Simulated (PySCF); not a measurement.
C₄H₆, charge -1, quartet, geometry from GFN2-xTB of the parent state (a state made from the parent by changing its charge; the spin is typed, not shown lowest) (in this run its highest filled SCF level lies above zero, so its values depend strongly on the basis, on diffuse functions most of all); MP2/STO-3G (PySCF).

Here is a job for PySCF.
```python
from pyscf import gto, scf, mp

mol = gto.Mole()
mol.atom = '''
    C     1.74964510    0.22896566   -0.67396051
    C     0.66822905   -0.16799174    0.10203731
    C    -0.66822905    0.16799174   -0.10203731
    C    -1.74964510   -0.22896566    0.67396051
    H     1.62345498    0.86305523   -1.54084171
    H     2.76116123   -0.07893570   -0.44407030
    H     0.88705675   -0.80805557    0.95869991
    H    -0.88705675    0.80805557   -0.95869991
    H    -2.76116123    0.07893570    0.44407030
    H    -1.62345498   -0.86305523    1.54084171
'''
mol.basis = 'sto-3g'
mol.charge = -1
mol.spin = 3
mol.verbose = 4
mol.build()

mf = scf.UHF(mol)
mf.kernel()

pt = mp.MP2(mf)
pt.kernel()
print('E(MP2) = %.10f' % pt.e_tot)
mf.analyze()
```

What the program printed (banner, timings and long lists left out):

```
PySCF version 2.14.0

[INPUT] verbose = 4
[INPUT] num. atoms = 10
[INPUT] num. electrons = 31
[INPUT] charge = -1
[INPUT] spin (= nelec alpha-beta = 2S) = 3
[INPUT] symmetry False subgroup None
[INPUT] Mole.unit = angstrom
[INPUT] Symbol           X                Y                Z      unit          X                Y                Z       unit  Magmom
[...]
nuclear repulsion = 102.868518336316
number of shells = 18
number of NR pGTOs = 78
number of NR cGTOs = 26
basis = sto-3g
ecp = {}

******** <class 'pyscf.scf.uhf.UHF'> ********
method = UHF
initial guess = minao
damping factor = 0
level_shift factor = 0
DIIS = <class 'pyscf.scf.diis.CDIIS'>
diis_start_cycle = 1
diis_space = 8
diis_damp = 0
SCF conv_tol = 1e-09
SCF conv_tol_grad = None
SCF max_cycles = 50
direct_scf = True
direct_scf_tol = 1e-13
number electrons alpha = 17  beta = 14
Set gradient conv threshold to 3.16228e-05
init E= -153.659132251182

cycle= 1 E= -152.586475063528  delta_E= 1.07  |g|= 0.285  |ddm|= 3.07
cycle= 2 E= -152.645548806521  delta_E= -0.0591  |g|= 0.0541  |ddm|= 0.47
cycle= 3 E= -152.648842577923  delta_E= -0.00329  |g|= 0.0239  |ddm|= 0.0965
cycle= 4 E= -152.649688213936  delta_E= -0.000846  |g|= 0.0103  |ddm|= 0.0525
cycle= 5 E= -152.64990447669  delta_E= -0.000216  |g|= 0.00331  |ddm|= 0.0319
cycle= 6 E= -152.64992532112  delta_E= -2.08e-05  |g|= 0.00051  |ddm|= 0.013
cycle= 7 E= -152.649925750012  delta_E= -4.29e-07  |g|= 0.000183  |ddm|= 0.00129
cycle= 8 E= -152.649925817243  delta_E= -6.72e-08  |g|= 3.06e-05  |ddm|= 0.000672
cycle= 9 E= -152.649925818743  delta_E= -1.5e-09  |g|= 9.27e-06  |ddm|= 9.67e-05
cycle= 10 E= -152.649925818922  delta_E= -1.79e-10  |g|= 2.38e-06  |ddm|= 3.03e-05
Extra cycle  E= -152.649925818932  delta_E= -9.78e-12  |g|= 1.33e-06  |ddm|= 4.43e-06
converged SCF energy = -152.649925818932  <S^2> = 3.7732535  2S+1 = 4.0116099

******** <class 'pyscf.mp.ump2.UMP2'> ********
nocc = (np.int64(17), np.int64(14)), nmo = (26, 26)
E(UMP2) = -152.801590365367  E_corr = -0.151664546435496
E(SCS-UMP2) = -152.813877088688  E_corr = -0.163951269756362
E_corr(same-spin) = -0.0208225222687298
E_corr(oppo-spin) = -0.130842024166766
E(MP2) = -152.8015903654
**** SCF Summaries ****
Total Energy =                        -152.649925818931706
Nuclear Repulsion Energy =             102.868518336315631
One-electron Energy =                 -418.950572255071563
Two-electron Energy =                  163.432128099824212
Two-electron Coulomb Energy =          186.958468044850633
DFT Exchange-Correlation Energy =      -23.526339945026422
**** MO energy ****
                             alpha | beta                alpha | beta
[...]
To work with the spin densities directly, `use mulliken_meta_spin()` only printing them here.

 ** Mulliken spin pop alpha/beta on meta-lowdin orthogonal AOs **
 ** Mulliken Spin Density (per AO)  **
spin_pop of  0 C 1s       -0.00004
spin_pop of  0 C 2s        0.06836
spin_pop of  0 C 2px       0.04239
spin_pop of  0 C 2py       0.59494
spin_pop of  0 C 2pz       0.31597
spin_pop of  1 C 1s       -0.00003
spin_pop of  1 C 2s        0.03086
spin_pop of  1 C 2px      -0.00597
spin_pop of  1 C 2py       0.40807
spin_pop of  1 C 2pz       0.21148
spin_pop of  2 C 1s       -0.00003
spin_pop of  2 C 2s        0.03086
spin_pop of  2 C 2px      -0.00597
spin_pop of  2 C 2py       0.40807
spin_pop of  2 C 2pz       0.21148
spin_pop of  3 C 1s       -0.00004
spin_pop of  3 C 2s        0.06836
spin_pop of  3 C 2px       0.04239
spin_pop of  3 C 2py       0.59494
spin_pop of  3 C 2pz       0.31597
spin_pop of  4 H 1s       -0.06047
spin_pop of  5 H 1s       -0.06177
spin_pop of  6 H 1s       -0.04380
spin_pop of  7 H 1s       -0.04380
spin_pop of  8 H 1s       -0.06177
spin_pop of  9 H 1s       -0.06047
 ** Mulliken Spin Density (per atom)  **
spin density of  0 C =      1.02163
spin density of  1 C =      0.64441
spin density of  2 C =      0.64441
spin density of  3 C =      1.02163
spin density of  4 H =     -0.06047
spin density of  5 H =     -0.06177
spin density of  6 H =     -0.04380
spin density of  7 H =     -0.04380
spin density of  8 H =     -0.06177
spin density of  9 H =     -0.06047
 ** Mulliken pop alpha/beta on meta-lowdin orthogonal AOs **
 ** Mulliken pop       alpha | beta **
[...]
In total            17.00000 | 14.00000
 ** Mulliken atomic charges   ( Nelec_alpha | Nelec_beta ) **
charge of  0C =     -0.13035  (     3.57599      2.55436 )
charge of  1C =     -0.25372  (     3.44906      2.80465 )
charge of  2C =     -0.25372  (     3.44906      2.80465 )
charge of  3C =     -0.13035  (     3.57599      2.55436 )
charge of  4H =     -0.02352  (     0.48152      0.54199 )
charge of  5H =     -0.03067  (     0.48445      0.54622 )
charge of  6H =     -0.06175  (     0.50897      0.55277 )
charge of  7H =     -0.06175  (     0.50897      0.55277 )
charge of  8H =     -0.03067  (     0.48445      0.54622 )
charge of  9H =     -0.02352  (     0.48152      0.54199 )

WARN: System has nonzero charge -1; the dipole moment is origin-dependent.
Location of origin: [0. 0. 0.]

Dipole moment(X, Y, Z, Debye):  0.00000, -0.00000, -0.00000
```
